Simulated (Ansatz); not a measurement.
Species: lithium fluoride, LiF, net charge 0, singlet state. 
Geometry from a B3LYP-D3(BJ)/def2-TZVP (Ansatz, a quantum-chemistry and plane-wave program) optimisation:
SMILES: [F][Li]
```xyz
2

Li     0.0000     0.0000    -1.1712
F      0.0000     0.0000     0.3904
```

Parts of the frozen-core correlation energy in 6-31G (Ansatz, hartree). Frozen orbitals: 2; correlated occupied orbitals by spin: 4 and 4; virtual: 12 and 12. No spin-orbit coupling. No relativistic terms.

```json
[
 {"term": "reference (HF)", "value": "-106.92087"},
 {"term": "MP2 opposite-spin", "value": "-0.09834"},
 {"term": "MP2 same-spin", "value": "…"},
 {"term": "CCSD correlation", "value": "…"},
 {"term": "(T)", "value": "…"},
 {"term": "FCI minus CCSD(T)", "value": "-0.00050"},
 {"term": "T1 diagnostic", "value": "0.022"},
 {"term": "largest doubles amplitude", "value": "0.043"}
]
```

### Question
Some entries are withheld; supply them.

### Answer

- MP2 same-spin, value: -0.03757
- CCSD correlation, value: -0.13463
- (T), value: -0.00147
